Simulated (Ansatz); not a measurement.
A made-up structure of CH₄NS (charge -1), closed shell:

N1  (-0.452, 0.529, -0.461)
C2  (0.387, 0.077, 0.261)
S3  (0.145, -1.781, 0.555)
H4  (-0.357, -0.134, -1.304)
H5  (-1.341, 0.210, 0.056)
H6  (0.264, 0.740, 1.200)
H7  (1.355, 0.358, -0.307)
(Å)

It is relaxed with PBE-D4/def2-SVPD and then PBE0-D4/def2-TZVPD (Ansatz 0.2.0). Atoms count as bonded within 1.22 times the sum of their covalent radii (H–H: 0.88 Å). The end point is not checked to be a true minimum.

Task: Does its bonding change? (Judge from chemistry; the calculation decides.)

Result: By the calculation: No: no bond forms or breaks.

Where it ends: The first stage lowers the energy by 2.58 eV in 6 steps. It ends as CH₄NS ([NH2][CH2][S]), total charge -1:
| atom | x (Å) | y (Å) | z (Å) |
| --- | --- | --- | --- |
| N1 | -0.5940 | 0.5582 | -0.5711 |
| C2 | 0.4549 | 0.0341 | 0.3205 |
| S3 | 0.3530 | -1.7348 | 0.6945 |
| H4 | -0.5630 | -0.0332 | -1.3991 |
| H5 | -1.4747 | 0.2857 | -0.1391 |
| H6 | 0.4069 | 0.6216 | 1.2451 |
| H7 | 1.4169 | 0.2683 | -0.1509 |

Labels in which every atom is bracketed show which atoms are joined, not bond orders.

For scale, one of the runs: PBE0-D4/def2-TZVPD relaxation, 156 basis functions, launched by `ansatz run in.yaml --threads 2 --pin off --events-out ev --progress --plain --max-ram 4352MiB`. Hardware: 2 CPU threads of an Intel Xeon 6975P-C, shared host. Wall time about 8 s.
